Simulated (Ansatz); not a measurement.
Working through a single point from an input written key by key of AlFH4Si, SMILES [F][AlH][SiH3]

Program: Ansatz 0.2.0, Python API.

Run as a notebook:

**Cell 1**
```python
import ansatz as az
```

**Cell 2**
```python
DECK = """
crystal:
  periodic: [false, false, false]
  atoms:
    - { symbol: F, position_ang: [-1.4528, -2.2799, 0.2659] }
    - { symbol: Al, position_ang: [-0.1682, -1.1143, 0.6931] }
    - { symbol: Si, position_ang: [0.1194, 0.8831, -0.5445] }
    - { symbol: H, position_ang: [0.881, -1.4519, 1.9084] }
    - { symbol: H, position_ang: [-0.8614, 0.9636, -1.6079] }
    - { symbol: H, position_ang: [0.0235, 2.0518, 0.3699] }
    - { symbol: H, position_ang: [1.5197, 0.8795, -1.1306] }
basis:
  gaussian: { orbitals: def2-SVP }
hamiltonian:
  xc: { name: B97 }
"""

session = az.Session.from_yaml(DECK)
rep = session.plan(threads=1).execute().report

print("reference energy %16.6f eV" % rep["reference_energy_ev"])
print("total energy     %16.6f eV" % rep["free_energy_ev"])
print("occupied orbitals outside the frozen core (up, down):", rep["n_occupied"], " frozen:", rep["n_frozen"], " virtual:", rep["n_virtual"])
symbols = ["F", "Al", "Si", "H", "H", "H", "H"]
```
Output:
```text
reference energy    -17248.213512 eV
total energy        -17248.213512 eV
occupied orbitals outside the frozen core (up, down): [20, 20]  frozen: 0  virtual: [50, 50]
```

Total energies depend on the basis set; only differences at equal settings carry meaning. The geometry is a force-field or estimated start, not a minimum of this method, and the basis set is short of its limit. The whole script took 4.7 s on 1 thread of Arm Neoverse V1 (shared host), peak memory 0.2 GiB.
